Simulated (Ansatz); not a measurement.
# C3H6ClNO: the cost of one run

Program: Ansatz 0.2.0. Level of theory: RKS BHLYP-D4/def2-SVP. These are calculated values, not measurements.

## Step 1: Starting point

Bond lengths: C1–O2 1.380 Å, O2–C3 1.360 Å, C3–Cl4 1.732 Å, C3–C5 1.363 Å, C5–N6 1.377 Å, C1–H7 1.110 Å, C1–H8 1.036 Å, C1–H9 1.175 Å, C5–H10 1.122 Å, N6–H11 1.003 Å, N6–H12 1.002 Å. Angles (14 of 16 angles, heavy atoms first): C1–O2–C3 111.8°, O2–C3–Cl4 124.7°, O2–C3–C5 119.4°, Cl4–C3–C5 115.4°, C3–C5–N6 127.7°, O2–C1–H7 107.4°, O2–C1–H8 114.4°, O2–C1–H9 111.1°, C3–C5–H10 119.7°, N6–C5–H10 112.5°, C5–N6–H11 111.7°, C5–N6–H12 110.1°, H7–C1–H8 109.6°, H7–C1–H9 104.6°.

Coordinates:

```xyz
12

C    -1.8305   -0.7865   -0.1551
O    -0.5029   -0.6560   -0.5069
C     0.2667   -0.2852    0.5514
Cl    0.1893   -1.0039    2.1256
C     1.2924    0.5915    0.3585
N     1.6102    1.2751   -0.7944
H    -2.4220   -0.8130   -1.0942
H    -2.0421   -1.6265    0.4126
H    -2.2144    0.1698    0.4094
H     1.9513    0.8755    1.2210
H     2.6029    1.3655   -0.9097
H     1.1760    0.8385   -1.5843
```

## Step 2: Relaxing end A

File input.yaml:

```yaml
crystal:
  periodic: [false, false, false]
  atoms:
    - { symbol: C, position_ang: [-1.8305, -0.7865, -0.1551] }
    - { symbol: O, position_ang: [-0.5029, -0.656, -0.5069] }
    - { symbol: C, position_ang: [0.2667, -0.2852, 0.5514] }
    - { symbol: Cl, position_ang: [0.1893, -1.0039, 2.1256] }
    - { symbol: C, position_ang: [1.2924, 0.5915, 0.3585] }
    - { symbol: "N", position_ang: [1.6102, 1.2751, -0.7944] }
    - { symbol: H, position_ang: [-2.422, -0.813, -1.0942] }
    - { symbol: H, position_ang: [-2.0421, -1.6265, 0.4126] }
    - { symbol: H, position_ang: [-2.2144, 0.1698, 0.4094] }
    - { symbol: H, position_ang: [1.9513, 0.8755, 1.221] }
    - { symbol: H, position_ang: [2.6029, 1.3655, -0.9097] }
    - { symbol: H, position_ang: [1.176, 0.8385, -1.5843] }
basis:
  gaussian: { orbitals: def2-SVP }
hamiltonian:
  xc: { name: BHLYP }
  dispersion: d4
relax:
  f_tol: 0.015
  max_steps: 40
```

Started as:

```
> ansatz run input.yaml --threads 2 --pin off --max-ram 3072MiB --backend cpu --events-out ev --progress --plain --runs-dir out
```

Q: Estimate wall time and peak memory on 2 threads of Intel Xeon 6975P-C (Granite Rapids), shared host.

About 20 s, with a peak of 0.32 GiB.
